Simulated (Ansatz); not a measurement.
A made-up structure of BH4SO (charge +1), closed shell:

| atom | x (Å) | y (Å) | z (Å) |
| --- | --- | --- | --- |
| O1 | -0.1609 | -0.0979 | 0.6792 |
| B2 | -0.6458 | 0.2414 | -0.6641 |
| S3 | 1.5043 | -0.4625 | 1.0154 |
| H4 | -1.7563 | 0.4771 | -0.8476 |
| H5 | 0.0053 | 0.3001 | -1.6102 |
| H6 | -0.8750 | -0.0909 | 1.3358 |
| H7 | 2.0127 | -0.3231 | -0.2264 |

It is relaxed with PBE-D4/def2-SVP and then PBE0-D4/def2-TZVP (Ansatz 0.2.0). Atoms count as bonded within 1.22 times the sum of their covalent radii (H–H: 0.88 Å). The end point is not checked to be a true minimum.

Task: Does its bonding change? (Judge from chemistry; the calculation decides.)

Result: Computed: No: no bond forms or breaks.

Where it ends: The first stage lowers the energy by 0.71 eV in 22 steps. It ends as BH₄SO ([BH2][OH][SH]), total charge +1:
O1  (-0.092, -0.040, 0.426)
B2  (-0.750, 0.408, -0.762)
S3  (1.621, 0.096, 0.795)
H4  (-1.924, 0.271, -0.719)
H5  (-0.031, 0.835, -1.593)
H6  (-0.626, -0.372, 1.170)
H7  (1.886, -1.155, 0.364)
(Å)

Labels in which every atom is bracketed show which atoms are joined, not bond orders.

For scale, one of the runs: PBE0-D4/def2-TZVP relaxation, 123 basis functions, launched by `ansatz run in.yaml --threads 2 --pin off --events-out ev --progress --plain --max-ram 4352MiB`. The run took about 14 s on 2 CPU threads of an Intel Xeon Platinum 8259CL (shared host).
